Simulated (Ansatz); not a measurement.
Input file:

```yaml
crystal:
  periodic: [false, false, false]
  atoms:
    - {symbol: Si, position_ang: [-0.059994, -0.083342, 1.179230]}
    - {symbol: P, position_ang: [0.000332, 0.090462, -1.088224]}
    - {symbol: H, position_ang: [0.995175, 0.691262, 1.910267]}
    - {symbol: H, position_ang: [0.666308, -1.148881, -1.327757]}
basis:
  gaussian: {orbitals: cc-pVDZ}
total_charge: 1
magnetization: {spin_polarized: true, initial_magnetization: 4}
correlation: {method: ccsdt_q, electrons: outside_noble_gas}
```

```sh
$ ansatz run in.yaml --threads 1 --pin off --events-out ev --progress --plain --max-ram 2393MiB
```

(1) Roughly how long does this take on 1 thread of Arm Neoverse V1, shared host, and how much host memory?

```
878 factors; integrals over basis functions are off by at most 1.6e-7 eV
mean field evaluation 1: about -17153.2489 eV, gradient 8.1e0 eV
mean field evaluation 2: about -17153.2543 eV, gradient 8.1e0 eV
mean field evaluation 4: about -17154.3365 eV, gradient 1.2e0 eV
mean field evaluation 8: about -17154.3925 eV, gradient 1.6e-1 eV
mean field evaluation 16: about -17154.3715 eV, gradient 6.1e-1 eV
mean field evaluation 32: about -17151.8533 eV, gradient 2.6e-2 eV
mean field -17154.39414065 eV, -630.4123570030 hartree, gradient 8.4e-6 eV, S^2 6.012583; 1 other end points of the search recorded, 0 dependent functions left out
determinant -17154.39414065 eV, -630.4123570030 hartree, with singles and doubles -17159.01326557 eV, -630.5821067129 hartree
determinant -17151.85339842 eV, -630.3189864480 hartree, with singles and doubles -17156.82641739 eV, -630.5017415244 hartree
10 core orbitals not correlated: weight in the atoms' cores, before any rotation towards them, 1.000 or more for the frozen orbitals, at most 0.000 for the correlated occupied ones
reference -17154.39414065 eV, -630.4123570030 hartree; 7, 3 occupied and 29, 33 virtual orbitals, 878 factors
second order -3.61884296 eV of doubles, -0.00000000 eV of singles
cycle   1  -4.30372466 eV  change   -6.8e-1 eV  update   7.7e-2
cycle   2  -4.71269509 eV  change   -4.1e-1 eV  update   3.7e-2
cycle   3  -4.76822882 eV  change   -5.6e-2 eV  update   1.9e-2
cycle   4  -4.78464102 eV  change   -1.6e-2 eV  update   1.2e-2
cycle   5  -4.79107364 eV  change   -6.4e-3 eV  update   6.9e-3
cycle   6  -4.79190303 eV  change   -8.3e-4 eV  update   4.0e-3
cycle   7  -4.79382608 eV  change   -1.9e-3 eV  update   2.2e-3
cycle   8  -4.79570317 eV  change   -1.9e-3 eV  update   1.3e-3
cycle   9  -4.79492775 eV  change    7.8e-4 eV  update   7.3e-4
cycle  10  -4.79452246 eV  change    4.1e-4 eV  update   3.5e-4
cycle  11  -4.79466834 eV  change   -1.5e-4 eV  update   1.8e-4
cycle  12  -4.79484151 eV  change   -1.7e-4 eV  update   9.7e-5
cycle  13  -4.79490403 eV  change   -6.3e-5 eV  update   3.9e-5
cycle  14  -4.79489377 eV  change    1.0e-5 eV  update   1.9e-5
cycle  15  -4.79486856 eV  change    2.5e-5 eV  update   9.5e-6
cycle  16  -4.79486485 eV  change    3.7e-6 eV  update   4.7e-6
cycle  17  -4.79486537 eV  change   -5.2e-7 eV  update   2.5e-6
cycle  18  -4.79486687 eV  change   -1.5e-6 eV  update   1.2e-6
cycle  19  -4.79486782 eV  change   -9.4e-7 eV  update   6.3e-7
perturbative correction -0.00642079 eV, -0.0002359596 hartree
Total energy: -17159.19542925 eV, -630.5888011047 hartree
```

Answers

(1) 25 s wall and 0.28 GiB.
